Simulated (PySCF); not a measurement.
An unknown shows these calculated signals:

1H NMR (400 MHz, computed): δ 3.36 (s, 3H), 3.18 (t, 2H), 1.67 (m, 2H), 0.90 (t, 3H).

13C{1H} NMR (computed): δ 81.0 (CH2), 62.2 (CH3), 28.2 (CH2), 12.4 (CH3).

[PySCF 2.14.0 with density-fitted response routines: GIAO B97-2/pcSseg-2 shieldings; geometry from PBE0-D3(BJ)/def2-TZVP; equivalent nuclei averaged; one computed conformer; isolated molecule; non-relativistic]

Scale: 1H (31.64 ppm) and 13C (185.38 ppm) vs TMS (reference shieldings calculated alike).

Question: Which of these does the molecule contain: a CH3CH2 unit, a carboxylic acid, a C≡C triple bond, a methoxy group, a tert-butyl group?

Answer: 
- A CH3CH2 unit: yes (δC 12.4, 28.2; δH 0.90 (t), 1.67 (m)).
- A carboxylic acid: no.
- A C≡C triple bond: no.
- A methoxy group: yes (δC 62.2; δH 3.36 (s)).
- A tert-butyl group: no.

The data belong to Methyl propyl ether (SMILES CCCOC); they needn't prove each group on their own.

Carbon signals by region: 2 at 50–100 ppm, 2 below 50 ppm.

Shifts are as computed. Against solution values, carbons near 30 ppm lie about +3 ppm off and those near 130 ppm about +7 ppm. Of 1309 compounds with measured shifts, 239 miss one by over three times the rms of a fit or turn the order of signals round; such compounds aren't used in these exercises. No couplings were computed; multiplicities are counted from neighbouring protons, with m where these are inequivalent, close in shift, in a saturated or five-membered ring or joined by F or P, and br s for small geminal =CH2 splittings.
